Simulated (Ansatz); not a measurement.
MgSiP2 (I-42d, No. 122, 8 atoms in the cell)

Calculation: LDA (Ansatz, a quantum-chemistry and plane-wave program, PAW).

Numerical settings: plane-wave cutoff 520 eV, 8×8×8 k mesh, Fermi–Dirac smearing 0.01 eV, scalar-relativistic PAW data made under PBE.

Cell (measured lattice):

```cif
data_Mg2P4Si2
_chemical_formula_sum 'Mg2 Si2 P4'
_space_group_name_H-M_alt 'P 1'
_space_group_IT_number 1
_cell_length_a 6.46851
_cell_length_b 6.46851
_cell_length_c 6.46851
_cell_angle_alpha 127.510
_cell_angle_beta 127.510
_cell_angle_gamma 77.420
loop_
_space_group_symop_operation_xyz
  'x, y, z'
loop_
_atom_site_label
_atom_site_type_symbol
_atom_site_fract_x
_atom_site_fract_y
_atom_site_fract_z
_atom_site_occupancy
Mg1 Mg 0.00000 0.00000 0.00000 1
Mg2 Mg 0.75000 0.25000 0.50000 1
Si1 Si 0.50000 0.50000 0.00000 1
Si2 Si 0.25000 0.75000 0.50000 1
P1 P 0.87500 0.83257 0.45757 1
P2 P 0.16743 0.62500 0.04243 1
P3 P 0.37500 0.41743 0.54243 1
P4 P 0.58257 0.12500 0.95757 1
```

```yaml
band_gap: 1.16 eV (direct)
```

Note: cell and atoms aren't relaxed at this level (pressure -1.5 GPa).

Computed values are for the static lattice.

It cost roughly 90 core-seconds of CPU time.
